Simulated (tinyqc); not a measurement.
Inside a calculation. Method: ROHF in the sto-3g basis, for NH3+, spin multiplicity 2. One step of it, computed by the program tinyqc.

Problem. Iteration 10 (converged): orbitals. Diagonalise F' = X^T F X, C = X C', fill 5 alpha and 4 beta electrons from the bottom; D(s) = C_occ C_occ^T. Each column has its largest component positive (the first on a tie).

converged F (hartree), lower triangle:
```
             1N 1s      1N 2s     1N 2px     1N 2py     1N 2pz      2H 1s      3H 1s      4H 1s
1N 1s   -15.889716
1N 2s    -4.022916  -2.340193
1N 2px   -0.000007  -0.000074  -0.803899
1N 2py    0.000000   0.000000   0.000000  -0.804069
1N 2pz    0.009742   0.150718   0.000027   0.000000  -0.569407
2H 1s    -0.824579  -0.952490  -0.586586   0.000000   0.210953  -0.777941
3H 1s    -0.824604  -0.952505   0.293002  -0.508119   0.210948  -0.299086  -0.777923
4H 1s    -0.824604  -0.952505   0.293002   0.508119   0.210948  -0.299086  -0.298781  -0.777923
```

X:
```
                1          2          3          4          5          6          7          8
1N 1s   -0.329489   0.000000   0.000111   0.757111   0.609991  -0.000148   0.000000   0.142449
1N 2s    1.313055   0.000000  -0.000345  -0.156205   0.198377  -0.000226   0.000000   0.430471
1N 2px   0.000488   0.000000   0.975284   0.000065   0.000075   0.645285   0.000000   0.000158
1N 2py   0.000000   0.975659   0.000000   0.000000   0.000000   0.000000   0.645083   0.000000
1N 2pz  -0.341002   0.000000   0.000086  -0.657694   0.712718   0.000041   0.000000  -0.113124
2H 1s   -0.609849   0.000000  -0.942368  -0.125842  -0.100283   0.445119   0.000000   0.304556
3H 1s   -0.609569  -0.816209   0.471365  -0.125947  -0.100387  -0.222619   0.385551   0.304427
4H 1s   -0.609569   0.816209   0.471365  -0.125947  -0.100387  -0.222619  -0.385551   0.304427
```

Give: F' = X^T F X; orbital energies; coefficients C; D(alpha) after iteration 10; D(beta) after iteration 10.

Solution.

F' = X^T F X (hartree), lower triangle:
```
         1        2        3        4        5        6        7        8
1  -0.1678
2   0.0000   0.2147
3   0.0002   0.0000   0.2145
4   1.1908   0.0000  -0.0005  -8.0402
5   0.9442   0.0000  -0.0005  -6.9176  -6.9317
6  -0.0002   0.0000  -0.0516   0.0022   0.0021  -0.9824
7   0.0000  -0.0517   0.0000   0.0000   0.0000   0.0000  -0.9825
8  -0.0107   0.0000  -0.0001  -3.0566  -2.8641   0.0010   0.0000  -2.6616
```

orbital energies (hartree): MO1 -15.8967, MO2 -1.4801, MO3 -0.9848, MO4 -0.9846, MO5 -0.5565, MO6 0.1319, MO7 0.2167, MO8 0.2170

coefficients C:
```
            MO1      MO2      MO3      MO4      MO5      MO6      MO7      MO8
1N 1s    0.9939  -0.2281   0.0000   0.0000  -0.0752  -0.1692   0.0002   0.0000
1N 2s    0.0282   0.8142   0.0000  -0.0002   0.3588   1.0866  -0.0011   0.0000
1N 2px   0.0000   0.0001   0.0000   0.6866   0.0000  -0.0007  -0.9467   0.0000
1N 2py   0.0000   0.0000   0.6865   0.0000   0.0000   0.0000   0.0000   0.9470
1N 2pz  -0.0028  -0.1430   0.0000   0.0000   0.9289  -0.4317   0.0004   0.0000
2H 1s   -0.0054   0.1297   0.0000   0.4043  -0.0977  -0.6801   0.9615   0.0000
3H 1s   -0.0054   0.1297   0.3500  -0.2021  -0.0977  -0.6816  -0.4797  -0.8321
4H 1s   -0.0054   0.1297  -0.3500  -0.2021  -0.0977  -0.6816  -0.4797   0.8321
```

D(alpha) after iteration 10, lower triangle:
```
          1N 1s   1N 2s   1N 2px   1N 2py   1N 2pz    2H 1s    3H 1s   4H 1s
1N 1s    1.0455
1N 2s   -0.1847  0.7924
1N 2px   0.0000  0.0000   0.4714
1N 2py   0.0000  0.0000   0.0000   0.4713
1N 2pz  -0.0400  0.2168   0.0000   0.0000   0.8832
2H 1s   -0.0276  0.0704   0.2776   0.0000  -0.1093   0.1898
3H 1s   -0.0276  0.0704  -0.1387   0.2403  -0.1093  -0.0553   0.1898
4H 1s   -0.0276  0.0704  -0.1387  -0.2403  -0.1093  -0.0553  -0.0553  0.1898
```

D(beta) after iteration 10, lower triangle:
```
          1N 1s    1N 2s   1N 2px   1N 2py   1N 2pz    2H 1s    3H 1s   4H 1s
1N 1s    1.0399
1N 2s   -0.1577   0.6637
1N 2px   0.0000  -0.0001   0.4714
1N 2py   0.0000   0.0000   0.0000   0.4713
1N 2pz   0.0299  -0.1165   0.0000   0.0000   0.0205
2H 1s   -0.0349   0.1054   0.2776   0.0000  -0.0185   0.1803
3H 1s   -0.0349   0.1055  -0.1387   0.2403  -0.0185  -0.0648   0.1802
4H 1s   -0.0349   0.1055  -0.1387  -0.2403  -0.0185  -0.0648  -0.0648  0.1802
```
